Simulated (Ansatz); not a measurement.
Input file:

```yaml
crystal:
  periodic: [false, false, false]
  atoms:
    - {symbol: Zr, position_ang: [0.000000, 0.000000, 0.000000]}
    - {symbol: H, position_ang: [0.000000, 0.000000, 1.858985]}
basis:
  gaussian: {orbitals: def2-TZVPP}
total_charge: 1
magnetization: {spin_polarized: false, initial_magnetization: 2}
correlation: {method: fci, electrons: outside_noble_gas}
```

```sh
$ ansatz run in.yaml --threads 1 --pin off --events-out ev --progress --plain --max-ram 2560MiB --backend cpu
```

Q: Roughly how long does this take on 1 thread of AMD EPYC 7R13, shared host, and how much host memory?

A: 25 s wall and 0.36 GiB.

```
842 factors; integrals over basis functions are off by at most 1.5e-7 eV
mean field evaluation 1: about -1271.3755 eV, gradient 1.6e1 eV
mean field evaluation 2: about -1271.3768 eV, gradient 1.6e1 eV
mean field evaluation 4: about -1272.8287 eV, gradient 1.7e0 eV
mean field evaluation 8: about -1272.8325 eV, gradient 1.1e0 eV
mean field evaluation 16: about -1273.4428 eV, gradient 2.7e-3 eV
mean field evaluation 32: about -1273.4975 eV, gradient 1.7e-1 eV
mean field evaluation 64: about -1273.5292 eV, gradient 1.8e-6 eV
mean field evaluation 96: about -1273.3670 eV, gradient 5.5e-1 eV
mean field evaluation 128: about -1273.0578 eV, gradient 7.4e-1 eV
mean field evaluation 160: about -1273.5292 eV, gradient 1.1e-1 eV
mean field evaluation 192: about -1271.3301 eV, gradient 5.2e0 eV
mean field evaluation 224: about -1273.0778 eV, gradient 6.4e-1 eV
mean field evaluation 256: about -1273.4428 eV, gradient 1.4e-4 eV
mean field evaluation 288: about -1272.7250 eV, gradient 5.9e-4 eV
mean field evaluation 320: about -1273.3765 eV, gradient 6.3e0 eV
mean field evaluation 352: about -1273.5292 eV, gradient 1.6e-6 eV
mean field -1273.52918811 eV, -46.8013344339 hartree, gradient 1.6e-6 eV, S^2 2.000000; 30 other end points of the search recorded, 0 dependent functions left out
mean field evaluation 384: about -1273.5893 eV, gradient 6.8e-1 eV
mean field evaluation 416: about -1273.6763 eV, gradient 1.8e-1 eV
mean field evaluation 448: about -1273.0759 eV, gradient 3.2e0 eV
mean field evaluation 480: about -1273.5911 eV, gradient 2.3e0 eV
mean field evaluation 512: about -1273.5902 eV, gradient 9.6e-3 eV
determinant -1273.52918811 eV, -46.8013344339 hartree, with singles and doubles -1275.06776013 eV, -46.8578759127 hartree
determinant -1273.44277954 eV, -46.7981589774 hartree, with singles and doubles -1274.97732778 eV, -46.8545525851 hartree
determinant -1272.96990647 eV, -46.7807812128 hartree, with singles and doubles -1274.64944735 eV, -46.8425032016 hartree
determinant -1273.52918811 eV, -46.8013344339 hartree, with singles and doubles -1275.03685587 eV, -46.8567402023 hartree
determinant -1273.44277954 eV, -46.7981589774 hartree, with singles and doubles -1274.95738668 eV, -46.8538197635 hartree
determinant -1272.96990647 eV, -46.7807812128 hartree, with singles and doubles -1274.75856097 eV, -46.8465130532 hartree
4 core orbitals not correlated: weight in the atoms' cores, before any rotation towards them, 0.999 or more for the frozen orbitals, at most 0.000 for the correlated occupied ones
reference -1273.52918811 eV, -46.8013344339 hartree; 3, 1 occupied and 63, 65 virtual orbitals, 842 factors
state -1275.07534726 eV, -46.8581547347 hartree
Total energy: -1275.07534726 eV, -46.8581547347 hartree
```
